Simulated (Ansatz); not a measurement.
# What a trial cell of Rb3Cl relaxes into

Method: DFT PBE, scalar-relativistic, plane waves, PAW (Ansatz). Cutoff 420 eV, Γ-centred k mesh, Gaussian smearing, no spin polarisation in the final step.

Rb3Cl was placed on the TiAl3 (D0_22) structure type (I4/mmm, No. 139), with Cl in place of Ti, Rb in place of Al, at a guessed volume.

```
Rb Cl
1.0
    -2.55856    2.55856    5.71523
     2.55856   -2.55856    5.71523
     2.55856    2.55856   -5.71523
Rb Cl
3 1
Direct
  0.50000 0.50000 0.00000
  0.25000 0.75000 0.50000
  0.75000 0.25000 0.50000
  0.00000 0.00000 0.00000
```

Cell and atoms relax at zero pressure; the relaxation can't lower the symmetry of the start. After a coarse first stage the cell is made exact in the group found at 0.06 Å.

The zero of energy is the elements' standard structures at the same level (Cl₂ as a molecule); no fitted shifts are applied.

(1) What does it relax into?

(2) What are its volume, energy, density and gap?

## Answers

(1) It keeps I4/mmm (No. 139). The result has the TiAl3 (D0_22) structure. Conventional cell: a = 5.764 Å, c = 14.776 Å. Around Rb on Wyckoff site b (1 atom of the primitive cell) lie 4 Cl at 4.08 Å and 8 Rb at 4.69 Å; around Rb on Wyckoff site d (2 atoms of the primitive cell) lie 4 Rb at 4.08 Å, 4 Cl at 4.69 Å and 4 Rb at 4.69 Å; Cl has 4 Rb at 4.08 Å and 8 Rb at 4.69 Å.

Space group I4/mmm (No. 139). a = 5.764 Å, b = 5.764 Å, c = 14.776 Å, α = 90.00°, β = 90.00°, γ = 90.00°
```tsv
atom	site	symmetry	x	y	z
Rb	2b	4/mmm	0.5000	0.5000	0.0000
Rb	4d	-4m2	0.5000	0.0000	0.2500
Cl	2a	4/mmm	0.0000	0.0000	0.0000
```

(2) The volume per atom is 61.36 Å³ and the density is 1.97 g/cm³. The energy over the elements is -0.63 eV/atom and the gap on the 12×12×12 mesh is 0 eV (a metal).

The final run used a 12×12×12 mesh on its 4-atom cell and 0.10 eV smearing. For metals, differences of a few meV/atom aren't resolved. Symmetry constrained the relaxation, so the result can be a saddle point. The steps took of the order of 110 core-seconds in all.

Cost: 3 runs of about 1.9 core-minutes in all, on Intel Xeon 6975P-C (Granite Rapids) (shared hosts).